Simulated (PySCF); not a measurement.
# BH5NP: the cost of one run

Computed with PySCF 2.14.0, with density-fitted response routines of our own, on a single molecule in the gas phase. Atoms are numbered from 0 throughout.

**1. The starting structure**

8 atoms, charge 0, multiplicity 1; geometry from: GFN2-xTB. The atoms were then displaced at random by about 0.01 Å, so the start is not that level's minimum.

Bonds of the start (Å): N0–B1 1.35, B1–P2 1.93, N0–H3 0.98, N0–H4 1.03, B1–H5 1.17, P2–H6 1.41, P2–H7 1.40.

**2. Optimising the geometry at PBE0-D3(BJ)/def2-SVP**

Job settings and geometry (Å):

```
{"job": {"xc": "PBE0", "basis": "def2-SVP", "d3": "d3bj", "grid": 1, "shake": 0.01, "kind": "geom"}, "charge": 0, "multiplicity": 1}
N     -1.369060    -0.165060    -0.276320
B     -0.153230    -0.271350     0.292890
P      1.346890     0.558050    -0.593220
H     -2.200910    -0.525410     0.103890
H     -1.554780     0.346680    -1.155220
H     -0.036780    -0.856460     1.295790
H      2.283950    -0.429930    -0.236210
H      1.739070     1.324340     0.515930
```

Command:

```console
$ OMP_NUM_THREADS=1 python probes_run.py task.json out
```

The driver reads the jobs from task.json and runs them one after another.

**Question.** How long does this first job take on 1 thread of Arm Neoverse V2, shared host, and how much memory does it need?

About 7.1 s, with a peak of 0.31 GiB.
